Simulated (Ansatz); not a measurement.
Computed with DFT, revPBE, plane waves (420 eV) with PAW, scalar-relativistic (Ansatz 0.2.0). (PAW data from PBE, frozen cores regenerated.)

An element in the fcc structure gives this curve. The cell is scaled uniformly from the relaxed one, with fractional coordinates and shape fixed. Energies are extrapolated to zero smearing, pressures are those at the given smearing. Magnetic state: spin not included.

| V (Å³/atom) | E − E₀ (meV/atom) | P (GPa) |
| --- | --- | --- |
| 28.881 | 71.1 | 6.44 |
| 30.194 | 29.8 | 3.83 |
| 31.507 | 7.5 | 1.77 |
| 32.820 | 0.1 | 0.14 |
| 34.133 | 4.5 | -1.16 |
| 35.445 | 18.5 | -2.19 |
| 36.758 | 40.0 | -3.02 |

(1) Which element is it?
A. indium
B. lead
C. tellurium
D. ytterbium

## Answers

(1) B. Its fit is V₀ = 32.93 Å³/atom, B₀ = 36 GPa, B₀′ = 4.7.
